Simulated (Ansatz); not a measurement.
The same path of CH4BCl + H2 (9 atoms, charge 0, multiplicity 1) was run 3 times with different band settings. Lost on the way: B1–Cl2, H8–H9. Made: B1–H8, Cl2–H9.

These are results of RKS PBE0-D4/cc-pVDZ in Ansatz 0.2.0, not measurements.

Relaxed end points:

```xyz
9
Properties=species:S:1:pos:R:3
B -0.215 0.493 0.224
Cl -0.339 0.643 1.978
H 0.887 0.658 -0.236
C -1.461 0.199 -0.653
H -2.380 -0.026 -0.094
H -1.645 1.086 -1.289
H -1.244 -0.620 -1.360
H 0.534 -2.707 0.214
H 0.506 -2.396 0.910
```

```xyz
9
Properties=species:S:1:pos:R:3
B -0.027 -0.452 -0.453
Cl -0.078 -0.205 2.294
H 0.949 0.260 -0.526
C -1.446 0.092 -0.805
H -2.281 -0.485 -0.380
H -1.593 1.165 -0.613
H -1.516 -0.036 -1.907
H 0.152 -1.644 -0.306
H 0.482 -1.366 2.391
```

Common settings: climbing image yes; spring 5.0 eV/Å²; start path through a guess of the saddle point; force threshold 0.05 eV/Å; iteration limit 60; end points relaxed.

| run | movable images | optimiser | largest step |
| --- | --- | --- | --- |
| 1 | 7 | quadratic models (default) | default |
| 2 | 7 | fire | 0.5 Å |
| 3 | 3 | quadratic models (default) | default |

Task: What does each run give, and how far can it be trusted?

Result: Run 1: converged after 12 iterations, highest image 1.024 eV above the first end. A vibrational analysis at the climbing image gives one clearly imaginary mode, 566i cm⁻¹: a first-order saddle point.
Run 2: converged after 48 iterations, highest image 1.064 eV above the first end. The order of the stationary point at the top wasn't checked.
Run 3: converged after 14 iterations, highest image 1.026 eV above the first end. Another band between the same ends (7 images) ends at a top of the same energy, where a vibrational analysis finds 1 clearly imaginary mode. So few images can step over the top or miss a turn of the path.
The orbitals stay closed-shell, which can raise the energy where a bond breaks towards radicals; this wasn't checked here.
